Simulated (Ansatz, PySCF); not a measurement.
System: C2H3O (charge 0, doublet). It need not be the lowest isomer of its formula. 
Coordinates optimised at B3LYP-D3(BJ)/def2-TZVP (Ansatz, a program for electronic structure):
```xyz
6

C     -0.9717    -0.6516    -0.0052
C      0.0062     0.4945     0.0051
H     -0.4534    -1.6140    -0.0159
H     -1.6108    -0.5706     0.8749
H     -1.6134    -0.5526    -0.8815
O      1.1838     0.4600     0.0029
```
Charge 0, spin multiplicity 2.

Dipole moments at this geometry, in debye (magnitudes).

```
level                program  dipole (D)
-------------------  -------  ----------
SVWN5/def2-TZVPD      Ansatz        2.54
revPBE/def2-TZVPD     Ansatz        2.42
TPSS/def2-TZVPD        PySCF        2.48
M06-L/def2-TZVPD       PySCF        2.41
r2SCAN/def2-TZVPD     Ansatz        2.57
BHLYP/def2-TZVPD      Ansatz        2.75
r2SCAN0/def2-TZVPD    Ansatz        2.68
M06-2X/def2-TZVPD      PySCF        2.64
LC-wPBE/def2-TZVPD    Ansatz           ?
CCSD(T)/aug-cc-pVDZ   Ansatz           ?
```

Problem. Fill in the missing entries.

Solution. 
- LC-wPBE/def2-TZVPD, dipole (D): 2.66
- CCSD(T)/aug-cc-pVDZ, dipole (D): 2.42
